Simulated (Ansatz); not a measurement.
We consider BiTeI (P3m1, No. 156; cell taken from a computed entry), described by PBE0 in Ansatz (plane waves, PAW).

Settings: plane-wave cutoff 460 eV, 6×6×4 k mesh (along the axes of the cell as run), Fermi–Dirac smearing 0.01 eV, scalar-relativistic PAW data made under PBE.

Cell (relaxed with PBEsol):

```yaml
crystal:
  lattice:
    - [4.33599, 0.00000, 0.00000]
    - [-2.16799, 3.75508, 0.00000]
    - [0.00000, 0.00000, 6.88129]
  atoms:
    - { symbol: Bi, position: [0.00000, 0.00000, 0.92158] }
    - { symbol: Te, position: [0.66667, 0.33333, 0.67383] }
    - { symbol: I, position: [0.33333, 0.66667, 0.22390] }
```

Problem. Predict the band gap, smallest direct gap on the k points sampled and Γ–Γ gap.

Solution. 
* **band gap**: 2.21 eV
* **smallest direct gap on the k points sampled**: 2.22 eV
* **Γ–Γ gap**: 3.65 eV

Note: cell and atoms aren't relaxed at this level (pressure 1.0 GPa).

Spin–orbit coupling is not included; with these elements it can move the gap by several tenths of an eV or more.

Computed values are for the static lattice.

The result took roughly 5 core-minutes.

Ansatz is a quantum-chemistry and plane-wave program.
